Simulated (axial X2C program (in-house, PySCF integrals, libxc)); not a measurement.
Bond lengths and stretching modes, held linear, of SPS

Computed with an in-house all-electron X2C program for linear molecules (integrals from PySCF): two-component X2C with atomic mean-field Coulomb and Gaunt terms, Gaussian nuclei, basis S dyall-av3z, P dyall-v3z with contracted cores. Spin-free rows use the one-electron spin-free X2C Hamiltonian.

Masses S 31.972, P 30.974, S 31.972 u. States: 2c Ω = 1/2 (beyond evenly filled blocks: ω = 1/2); spin-free M_S = 1/2, Λ = 0 (beyond evenly filled blocks: σα).

HF, spin-free: energies above the lowest point

| r(S–P) (Å) | r(P–S) (Å) | E (meV) |
| --- | --- | --- |
| 1.9100 | 1.9100 | 1.47 |
| 1.9100 | 1.9590 | 0.00 |
| 1.9100 | 2.0080 | 40.25 |
| 1.9590 | 1.9100 | 0.00 |
| 1.9590 | 1.9590 | 12.48 |
| 1.9590 | 2.0080 | 69.24 |
| 1.9590 | 2.0570 | 155.50 |
| 2.0080 | 1.9100 | 40.25 |
| 2.0080 | 1.9590 | 69.24 |
| 2.0080 | 2.0080 | 140.83 |
| 2.0570 | 1.9590 | 155.50 |
| 2.0570 | 2.0570 | 359.72 |

Task: Fit a quadratic surface with cubic terms in each bond: where is the minimum, and what are the two stretching wavenumbers?

Result: At HF, spin-free: bonds 1.930 and 1.930 Å; harmonic stretches 483.0 and 616.3 cm⁻¹; force constants 3.36, 3.36 and coupling 1.03 mdyn/Å.

The other levels and Hamiltonians give:

| Hamiltonian | level | r(S–P) (Å) | r(P–S) (Å) | lower stretch (cm⁻¹) | upper stretch (cm⁻¹) |
| --- | --- | --- | --- | --- | --- |
| 2c | PBE0 | 1.957 | 1.957 | 466.6 | 677.6 |
| 2c | BHandHLYP | 1.945 | 1.945 | 475.2 | 658.6 |
| spin-free | PBE0 | 1.957 | 1.957 | 466.8 | 677.7 |
| spin-free | BHandHLYP | 1.945 | 1.945 | 475.4 | 658.6 |

Each state is one determinant, the lowest of a limited PBE0 search; the stretches come from a fit to these few points and carry an uncertainty of a few per cent. Other orders of the atoms were not compared. Left out for rough or failed fits: HF 2c, MP2 2c, MP2 spin-free. The molecule was held linear; bending was not examined, so a bent shape may lie lower.
